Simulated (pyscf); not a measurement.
Hydrogen abstraction: HO–Si(OH)(OH)–O–Si(OH)(OH)–OH (SMILES O[Si](O)(O)O[Si](O)(O)O) + CH₃• (SMILES [CH3]) → •O–Si(OH)(OH)–O–Si(OH)(OH)–OH (SMILES [O][Si](O)(O)O[Si](O)(O)O) + CH₄ (SMILES C)

Gas phase, doublet surface, charge 0. Bonds broken: O1–H10. Bonds formed: H10–C16. Single points on ωB97X-D3(BJ)/def2-SVP structures (PySCF, gas phase).

Transition state (Å):

```xyz
19

O     -0.4128    -1.4266    -0.5771
Si     0.3245     0.0669    -0.8698
O     -0.7756     1.2788    -1.0249
O      1.2366    -0.1297    -2.2134
O      1.2651     0.3775     0.4637
Si     0.6245     0.2882     1.9834
O      0.1977    -1.2684     2.3051
O      1.6128     0.8349     3.1720
O     -0.6838     1.3207     1.8847
H     -1.7885    -1.2092    -0.3932
H     -1.0119     1.6597    -0.1640
H      1.9062     0.5396    -2.3867
H     -0.0546    -1.7481     1.4993
H      2.2130     0.1870     3.5554
H     -1.1208     1.5534     2.7106
C     -2.8403    -0.8054    -0.0439
H     -3.4523    -1.6992     0.1356
H     -3.2133    -0.1836    -0.8664
H     -2.6638    -0.2233     0.8687
```

One imaginary mode, 606i cm⁻¹; descent along it reached the two sides named.

```tsv
bond	change	reactant side (Å)	saddle	product side
O1–H10	breaks	0.965	1.405	2.6
H10–C16	forms	2.8	1.180	1.099
```

Electronic energies relative to the separated reactants (eV):

```tsv
level	barrier	reaction energy	reverse barrier
ωB97X-D3(BJ)/def2-TZVP	0.74	+0.59	0.15
PBE/def2-TZVP	0.53	+0.53	0.00
r²SCAN/def2-TZVP	0.69	+0.65	0.04
B3LYP-D3(BJ)/def2-TZVP	0.63	+0.58	0.05
PBE0-D3(BJ)/def2-TZVP	0.69	+0.63	0.06
M06-2X/def2-TZVP	0.91	+0.71	0.20
ωB97M-D3(BJ)/def2-TZVP	0.81	+0.64	0.17
HF/def2-TZVP	1.40	+0.32	1.08
```

With ωB97M-D3(BJ)/def2-TZVP energies and thermal terms (ideal gas, 1 atm, RRHO with modes under 100 cm⁻¹ raised to 100, one conformer, R ln 2 for chiral ones without a mode under 150 cm⁻¹), in eV:

```csv
T (K),ΔH‡,ΔG‡,ΔH,ΔG
298,0.80,1.21,+0.70,+0.69
600,0.79,1.65,+0.66,+0.69
900,0.80,2.07,+0.64,+0.70
1200,0.83,2.49,+0.63,+0.73
```

This is the saddle that the search found; another between the same sides may lie lower. The angle at the transferred H is 165°.
